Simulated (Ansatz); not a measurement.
**Worked example: ideal-gas entropy of CHCl3 (chloroform)**

A singlet with charge 0, relaxed at PBE0-D4/def2-TZVP (Ansatz 0.2.0):

```xyz
5

Cl   -0.6715    0.3932    1.5452
C     0.0501    0.0869   -0.0295
Cl    1.2339   -1.2115    0.0564
Cl   -1.1825   -0.2568   -1.2365
H     0.5700    0.9881   -0.3356
```

Harmonic wavenumbers in cm⁻¹: 261, 261, 371, 685, 781, 781, 1237, 1237, 3179.

Masses in u: Cl 35.45, C 12.011, H 1.008. Take T = 298.15 K, p = 1 bar, R = 8.3145 J/(mol K), kT/hc = 207.22 cm⁻¹, rigid rotor and harmonic oscillator.

Task: Work out S° at 298 K.

Result: 
1. Translation (Sackur–Tetrode): S = R[3/2 ln M + 5/2 ln T − 1.1517] with M = 119.369 gives 168.5 J/(mol K).
2. Rotation: principal moments 154.820, 154.834, 298.556 u Å² give A, B, C = 0.1089, 0.1089, 0.0565 cm⁻¹; the symmetry number is σ = 3; q = (√π/σ)√((kT/hc)³/ABC) = 68085; S = R(ln q + 3/2) = 105.0.
3. Vibration: with u = ν̃/207.22, each mode gives R[u/(eᵘ − 1) − ln(1 − e⁻ᵘ)]; the sum is 21.9, most from 261 cm⁻¹ (6.9), 261 cm⁻¹ (6.9), 371 cm⁻¹ (4.5).
4. Electronic: R ln 1 = 0.0, from the spin multiplicity alone.
5. Sum: 168.5 + 105.0 + 21.9 + 0.0 = 295.4 J/(mol K).

The tabulated value is 295.7 J/(mol K) (CRC Handbook of Chemistry and Physics): the model is off by -0.3.
